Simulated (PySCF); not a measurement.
Species: C₃H₂OS.
Z-matrix (Å and degrees, GFN2-xTB geometry), rows numbered from 1:
```
O 
C   1  1.1895
C   2  1.4112  1  155.41
C   3  1.3617  2   63.22  1  -179.98
S   4  1.6998  2  155.59  3   179.83
H   3  1.0655  2  151.10  4  -179.94
H   5  1.3390  4   95.90  2     0.28
```

Probes without a nucleus sit at each ring's centroid and 1 Å off its mean plane on both sides; NICS is minus the shielding there, NICSzz its component along the normal. Level: GIAO PBE0/pcSseg-1 (PySCF, non-relativistic, gas phase) on the GFN2-xTB geometry, one conformer.

Ring bond lengths (Å), with Mayer bond orders in brackets: C2–C3 1.411 (1.05), C3–C4 1.362 (1.28), C4–C2 1.454 (0.88).

What do the NICS probes read (ppm)?

| ring | type | NICS(0) | NICS(1), two faces | NICS(1)zz, two faces | rms pucker (Å) | centre to ring atoms, mean (Å) |
| --- | --- | --- | --- | --- | --- | --- |
| C2–C3–C4 | 3-membered carbocycle; bonds drawn aromatic by RDKit's count | -19.6 | -9.3 / -9.3 | -12.3 / -12.3 | 0.00 | 0.81 |

What do they say, and how far can they be read as aromaticity?

- C2–C3–C4: mean NICS(1)zz -12.3 ppm, shielded. NICS(0) lies 10 ppm below the mean NICS(1).

How equal are the bonds by HOMA? Use HOMA with the parameters of Krygowski (1993).

- C2–C3–C4: HOMA 0.52 = 1 − EN − GEO, with mean bond length 1.409 Å, EN = α(Ropt − mean)² = 0.113 and GEO = α × variance = 0.367.

At the first NICS(1) probe listed for ring C2–C3–C4, 1 Å off the ring, what do the in-plane components average?

The isotropic value is a third of the trace: (3 × -9.3 − (-12.3))/2 = -7.8 ppm.

Give the inner angles of the rings and the Hirshfeld charges of the ring atoms.

- C2–C3–C4: C2 56.7° (+0.118 e), C3 63.2° (-0.034 e), C4 60.1° (-0.017 e); sum 180.0° against 180° for a flat convex ring.

What are the shieldings of the ring atoms and their hydrogens in the same run (means over atoms taken as equivalent)?

```tsv
atoms	environment	σ isotropic (ppm)
C2	ring carbonyl carbon	38.1
C3	unsaturated ring CH carbon	45.1
C4	unsaturated ring carbon	13.4
H6	hydrogen on carbon	23.67
```
